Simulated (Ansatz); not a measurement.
A rate constant, worked out

An elementary step of AlNH6, singlet (AlH₃ + NH₃ → AlNH₄ ([NH2][AlH2]) + H₂; Al–H, H–N broken or loosened, Al–N, H–H formed or tightened). The start structure is the complex of the reactants, bound by 1.29 eV, and the electronic barrier above it is 1.386 eV by CCSD(T) at an estimated basis limit (MP2 extrapolated from triple and quadruple zeta, plus CCSD(T) − MP2 in triple zeta). Program: Ansatz 0.2.0. Basis: def2-TZVPP and def2-QZVPP. Cores are frozen in the correlated methods. Extrapolation: Hartree–Fock as exp(−7.88 √X), correlation as X^−2.97. Harmonic wavenumbers at PBE0-D4/def2-TZVP (Ansatz 0.2.0), in cm⁻¹:

Start: 131, 375, 375, 423, 704, 704, 762, 780, 781, 1246, 1653, 1653, 1847, 1847, 1864, 3489, 3605, 3605.

Saddle: 1276i, 298, 421, 586, 610, 623, 729, 747, 752, 978, 1448, 1544, 1779, 1857, 1929, 1933, 3566, 3666.

Work out the transition-state-theory rate constant at 700 K from these numbers alone (harmonic vibrations; rotation, path degeneracy and anharmonicity left out), and the Wigner tunnelling factor. Use 1 cm⁻¹ = 1.2398 × 10⁻⁴ eV and k_B = 8.617 × 10⁻⁵ eV/K.

Zero-point energies, half the sums: start 25844/2 cm⁻¹ = 1.6021 eV; saddle, real modes only, 23466/2 cm⁻¹ = 1.4547 eV.
Barrier with zero-point energy: 1.386 + 1.4547 − 1.6021 = 1.2386 eV.
k_BT = 0.06032 eV, so the barrier is 20.53 k_BT.
Vibrational partition functions from the zero-point level, ln q = −Σ ln(1 − exp(−hν/k_BT)): start 4.667, saddle 3.407.
k = (k_BT/h) exp(ln q‡ − ln q) exp(−E0/k_BT), with log₁₀(k_BT/h in s⁻¹) = 13.16: log₁₀ k = 13.16 + (-1.260 − 20.53)/2.3026 = 3.70, so k ≈ 5 × 10^(3) s⁻¹.
Wigner factor: 1 + (hν‡/k_BT)²/24 = 1 + (2.62)²/24 = 1.29. A change of 1 kcal/mol (0.043 eV) in the barrier would change k by a factor of 2.1 at this temperature.

The T1 diagnostic stays at or below 0.011.

The step is the kind of exchange with an N–H group that builds nitride films in atomic layer and chemical vapour deposition.

Labels in which every atom is bracketed show which atoms are joined, not bond orders.

For scale, one of the runs: CCSD(T)/def2-TZVPP, 157 basis functions, launched by `ansatz run in.yaml --threads 2 --pin off --events-out ev --progress --plain --max-ram 4352MiB`. The run took 5.5 s on 2 CPU threads of an Intel Xeon 6975P-C (shared host), with 1.2 GiB of host memory at its peak.
